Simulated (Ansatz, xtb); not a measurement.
BSiH2Cl (SMILES B[Si]Cl): the electronic atomisation energy, rung by rung

BSiH2Cl has 5 atoms, charge 0, and is taken as a triplet. SMILES: `B[Si]Cl`. The coordinates come from a GFN2-xTB relaxation.

```xyz
5

B    -0.6741    0.3680   -0.3025
Si    0.3346   -1.0819    0.3575
Cl    2.3114   -0.9303    0.9615
H    -0.1845    1.4312   -0.3874
H    -1.7874    0.2130   -0.6291
```

Each level gives the electronic atomisation energy (eV). The values are calculated. Electronic energies at fixed atoms, without zero-point motion or spin-orbit coupling.

| level | kind | program | value (eV) | less FCI/STO-3G | CPU time (all runs) |
| --- | --- | --- | --- | --- | --- |
| GFN0-xTB | semi-empirical | xtb | 14.82 | -1.98 | under 2 s |
| UHF/STO-3G | Hartree–Fock | Ansatz | 15.94 | -0.86 | 0.34 s |
| U-revPBE/STO-3G | GGA | Ansatz | 19.77 | +2.97 | 3.5 s |
| U-r2SCAN0/STO-3G | hybrid meta-GGA | Ansatz | 19.69 | +2.89 | 9.9 s |
| U-wB97X/STO-3G | range-separated hybrid | Ansatz | 19.40 | +2.60 | 17 s |
| UB2PLYP/STO-3G | double hybrid | Ansatz | 18.55 | +1.75 | 3.9 s |
| RPA@PBE/STO-3G | RPA | Ansatz | 15.40 | -1.40 | 4.5 s |
| UMP2/STO-3G | perturbation theory | Ansatz | 16.81 | +0.01 | 0.36 s |
| UBCCD(T)/STO-3G | coupled cluster or CI | Ansatz | 16.78 | -0.02 | 0.86 s |
| FCI/STO-3G | exact in the basis | Ansatz | 16.80 | 0.00 | 56 s |

FCI/STO-3G is exact within its basis and frozen core, so for wave-function methods in that basis the difference is their error; functionals converge differently with the basis, so for them it is only a difference. The values span 14.82 to 19.77 eV. The xTB rows lack spin polarisation, so open shells miss the exchange term that lowers them. All rows use very small basis sets, so none should be taken for the real molecule's value. Times are those of the runs behind each value, whatever else they computed, on shared processors of several kinds: orders of magnitude only.
